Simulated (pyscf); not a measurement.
## Four-centre exchange: Cl–InH–Cl (SMILES [Cl][InH][Cl]) + H₂ (SMILES [H][H]) → HCl (SMILES Cl) + Cl–InH₂ (SMILES [Cl][InH2])

Gas phase, singlet surface, charge 0. Bonds broken: Cl1–In2, H5–H6. Bonds formed: Cl1–H5, In2–H6. Optimised with ωB97X-D3(BJ)/def2-SVP in PySCF.

Transition state (Å):

```xyz
6

Cl     0.2478     0.4265     1.6488
In    -1.6272    -0.3027    -0.0516
Cl    -1.2507    -2.5572    -0.4898
H     -3.1051     0.4583     0.2777
H      0.2068     0.7093     0.1468
H     -0.2383     0.6764    -0.8752
```

One imaginary mode, 1173i cm⁻¹; descent along it reached the two sides named, in the forms told below.

```csv
bond,change,reactant side (Å),saddle,product side
Cl1–In2,breaks,2.333,2.6,2.8
H5–H6,breaks,0.763,1.115,3.7
Cl1–H5,forms,3.1,1.529,1.311
In2–H6,forms,2.7,1.888,1.706
```

Electronic energies relative to the separated reactants (eV):

| level | barrier | reaction energy | reverse barrier |
|---|---|---|---|
| ωB97X-D3(BJ)/def2-TZVP | 1.36 | +1.13 | 0.23 |
| PBE/def2-TZVP | 1.10 | +0.98 | 0.13 |
| r²SCAN/def2-TZVP | 1.16 | +1.05 | 0.11 |
| B3LYP-D3(BJ)/def2-TZVP | 1.29 | +1.02 | 0.27 |
| PBE0-D3(BJ)/def2-TZVP | 1.17 | +0.99 | 0.18 |
| M06-2X/def2-TZVP | 1.39 | +1.18 | 0.21 |
| ωB97M-D3(BJ)/def2-TZVP | 1.34 | +0.95 | 0.39 |
| HF/def2-TZVP | 1.90 | +0.98 | 0.91 |

With ωB97M-D3(BJ)/def2-TZVP energies and thermal terms (ideal gas, 1 atm, RRHO with modes under 100 cm⁻¹ raised to 100, one conformer, R ln 2 for chiral ones without a mode under 150 cm⁻¹), in eV:

```json
[
 {"T (K)": "298", "ΔH‡": "1.33", "ΔG‡": "1.69", "ΔH": "+0.97", "ΔG": "+0.91"},
 {"T (K)": "600", "ΔH‡": "1.29", "ΔG‡": "2.06", "ΔH": "+0.94", "ΔG": "+0.86"},
 {"T (K)": "900", "ΔH‡": "1.29", "ΔG‡": "2.45", "ΔH": "+0.92", "ΔG": "+0.82"},
 {"T (K)": "1200", "ΔH‡": "1.30", "ΔG‡": "2.83", "ΔH": "+0.92", "ΔG": "+0.79"}
]
```

On the product side the descent ends in an adduct with a Cl–In contact, 0.46 eV under the separated species and 0.68 eV under the saddle at ωB97X-D3(BJ)/def2-TZVP. What is counted as broken (Cl–In) persists as a longer contact in the product adduct; parting that adduct is a step of its own. One saddle was located; it need not be the lowest between these sides. Elements past Kr carry the def2 core potentials, without spin-orbit coupling.
